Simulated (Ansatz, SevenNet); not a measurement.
Elastic constant C11 (GPa) of 22 halides, computed with the machine-learned potential SevenNet-0 (trained on PBE and PBE+U data) and with PBE in Ansatz (plane waves, PAW). The set holds measured phases with no doubt noted on the run or the magnetic state but for the caveats below. 4 more of the class have both values but aren't in it, for one of these reasons: built or high-temperature cells, doubts on the run or the magnetic state, unlike cells, values of zero, layered or molecular crystals. Solids without a value at one level (not run, failed, or a magnetic order lost), or held back for tests, aren't counted.

All rows, in order of the shift (worked out from unrounded values):

| solid | SevenNet-0 | PBE | shift (%) |
|---|---|---|---|
| rock-salt LiCl | 66.4 | 51.6 | -22 |
| zinc-blende CuCl | 70.0 | 57.1 | -18.5 |
| rock-salt KI | 25.6 | 24.1 | -5.9 |
| zinc-blende CuI | 53.5 | 50.9 | -4.9 |
| fluorite SrCl₂ | 70.1 | 66.7 | -4.7 |
| rock-salt NaCl | 49.0 | 47.2 | -3.8 |
| cubic perovskite KMgF₃ | 125 | 121 | -3.3 |
| rock-salt NaI | 30.1 | 29.5 | -2.0 |
| cubic perovskite KZnF₃ | 117 | 115 | -1.1 |
| CsCl-type TlCl | 40.0 | 40.0 | 0.0 |
| rock-salt NaF | 89.1 | 90.0 | +1.0 |
| rock-salt AgBr | 52.0 | 52.8 | +1.4 |
| CsCl-type TlBr | 33.1 | 35.8 | +8.1 |
| rock-salt KCl | 33.1 | 36.1 | +9.0 |
| fluorite CdF₂ | 147 | 164 | +11.6 |
| zinc-blende AgI (metastable phase) | 27.2 | 30.5 | +12.2 |
| rock-salt RbCl | 26.9 | 31.7 | +17.9 |
| rock-salt KF | 49.0 | 58.7 | +19.8 |
| rock-salt AgCl | 41.9 | 52.2 | +25 |
| rock-salt LiF | 76.5 | 108 | +42 |
| rock-salt KBr | 20.2 | 30.3 | +50 |
| rock-salt LiBr | 27.4 | 42.1 | +53 |

The shift from SevenNet-0 to PBE has a median of +1.2 %, and eight in ten lie between -5.8 % and +40 %; PBE is the larger in 13 of 22. Each level is at its own cell, so the shift holds the change of volume too.

Ansatz's runs of these crystals have no spin polarisation.

Spin–orbit coupling is left out, also for the solids with elements from indium on (rock-salt KI, zinc-blende CuI, zinc-blende AgI, CsCl-type TlBr, rock-salt NaI, CsCl-type TlCl); its size isn't shown.

Each level is taken at its own relaxed cell. Ansatz's density-functional and Hartree–Fock values are scalar-relativistic unless marked +SOC, with PAW data made under PBE.

Ansatz is an electronic-structure program.
